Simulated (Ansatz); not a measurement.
# C₄H₅N: one species, many methods

One table from this session's results is given with a row withheld; the runs are named, their logs left out.

Program: Ansatz 0.2.0, Gaussian basis. Level of theory: functionals in def2-TZVPP, the program's frozen cores in correlated methods. These are calculated values, not measurements.

The runs, in order: LDA (SPW92), PBE-D4, revPBE-D4, BLYP-D4, r2SCAN-D4, B97M-V, PBE0-D4, B3LYP-D4, r2SCANh-D4, r2SCAN0-D4, HSE06-D4, BHLYP-D4, CAM-B3LYP-D4, LC-ωPBE, ωB97X-V, ωB97M-V, B2PLYP, PBE-QIDH; CCSD(T)/def2-SVP; CCSD(T)/def2-TZVPP; MP2/def2-QZVPP; extrapolation to the limit; RPA on PBE.

## Structure used throughout

All runs share one geometry, relaxed beforehand with PBE0-D4 in a triple-zeta def2 set.

SMILES `C=C1CC1=N`, 10 atoms, charge 0, spin multiplicity 1.

Atoms are counted from 1 here; the program's logs count them from 0.

Bond lengths: C1–C2 1.319 Å, C1–H6 1.084 Å, C1–H7 1.085 Å, C2–C3 1.501 Å, C2–C4 1.412 Å, C3–C4 1.493 Å, C3–H8 1.089 Å, C3–H9 1.089 Å, C4–N5 1.257 Å, N5–H10 1.021 Å. Angles: C2–C1–H6 120.7°, C2–C1–H7 121.5°, H6–C1–H7 117.8°, C1–C2–C3 146.7°, C1–C2–C4 151.7°, C3–C2–C4 61.6°, C2–C3–C4 56.3°, C2–C3–H8 118.5°, C2–C3–H9 118.5°, C4–C3–H8 118.7°, C4–C3–H9 118.7°, H8–C3–H9 114.3°, C2–C4–C3 62.1°, C2–C4–N5 147.4°, C3–C4–N5 150.5°, C4–N5–H10 110.4°.

Geometry (Å):

```
atom    x (Å)    y (Å)    z (Å)
  C1  -1.8280  -0.0042  -0.1302
  C2  -0.5149  -0.0262  -0.0043
  C3   0.6603  -0.4968   0.8023
  C4   0.7828   0.3183  -0.4425
  N5   1.4891   0.9074  -1.2995
  H6  -2.2956   0.5142  -0.9599
  H7  -2.4740  -0.4996   0.5866
  H8   0.9269  -1.5517   0.7642
  H9   0.8561  -0.0192   1.7609
 H10   2.4803   0.8066  -1.0747
```

The first run:

in.yaml

```yaml
crystal:
  periodic: [false, false, false]
  atoms:
    - {symbol: C, position_ang: [-1.827952, -0.004175, -0.130221]}
    - {symbol: C, position_ang: [-0.514870, -0.026249, -0.004259]}
    - {symbol: C, position_ang: [0.660259, -0.496774, 0.802295]}
    - {symbol: C, position_ang: [0.782773, 0.318295, -0.442543]}
    - {symbol: N, position_ang: [1.489111, 0.907416, -1.299513]}
    - {symbol: H, position_ang: [-2.295584, 0.514170, -0.959862]}
    - {symbol: H, position_ang: [-2.473961, -0.499589, 0.586566]}
    - {symbol: H, position_ang: [0.926857, -1.551691, 0.764232]}
    - {symbol: H, position_ang: [0.856090, -0.019167, 1.760897]}
    - {symbol: H, position_ang: [2.480277, 0.806563, -1.074691]}
basis:
  gaussian: {orbitals: def2-TZVPP}
hamiltonian: {xc: lda}
output: {orbitals: {seedname: orbitals}}
```

Command:

```
> ansatz run in.yaml --threads 2 --pin off --events-out ev --progress --plain --max-ram 4352MiB
```

Among the steps run: LDA; PBE-D4 (GGA); revPBE-D4 (GGA); BLYP-D4 (GGA); r2SCAN-D4 (meta-GGA); B97M-V (meta-GGA); B3LYP-D4 (hybrid); r2SCANh-D4 (hybrid); r2SCAN0-D4 (hybrid); HSE06-D4 (hybrid); BHLYP-D4 (hybrid); CAM-B3LYP-D4 (range-separated); LC-ωPBE (range-separated); ωB97X-V (range-separated); ωB97M-V (range-separated); B2PLYP (double hybrid); PBE-QIDH (double hybrid).

One of the session's tables, all rows but one given; the rest of the session is left out.

It belongs to the step «Frontier levels by functional». 

| functional | HOMO (eV) | LUMO (eV) | gap (eV) |
| --- | --- | --- | --- |
| LDA (SPW92) | -5.97 | -2.88 | 3.09 |
| PBE-D4 | -5.86 | -2.66 | 3.20 |
| revPBE-D4 | -5.82 | -2.59 | 3.23 |
| BLYP-D4 | -5.76 | -2.51 | 3.25 |
| r2SCAN-D4 | -6.13 | -2.52 | 3.61 |
| B97M-V | -6.30 | -2.42 | 3.88 |
| PBE0-D4 | ? | ? | ? |
| B3LYP-D4 | -7.07 | -1.93 | 5.14 |
| r2SCANh-D4 | -6.67 | -2.18 | 4.48 |
| r2SCAN0-D4 | -7.48 | -1.67 | 5.81 |
| HSE06-D4 | -6.89 | -2.12 | 4.78 |
| BHLYP-D4 | -8.66 | -0.65 | 8.02 |
| CAM-B3LYP-D4 | -8.71 | -0.60 | 8.11 |
| LC-ωPBE | -10.05 | 0.48 | 10.53 |
| ωB97X-V | -9.71 | 0.45 | 10.15 |
| ωB97M-V | -9.62 | 0.38 | 10.00 |

**Question.** Estimate the row for PBE0-D4.

**Answer.** HOMO (eV): -7.30; LUMO (eV): -1.74; gap (eV): 5.56. In the column «HOMO (eV)» it lies between r2SCAN0-D4 (-7.48) and B3LYP-D4 (-7.07).
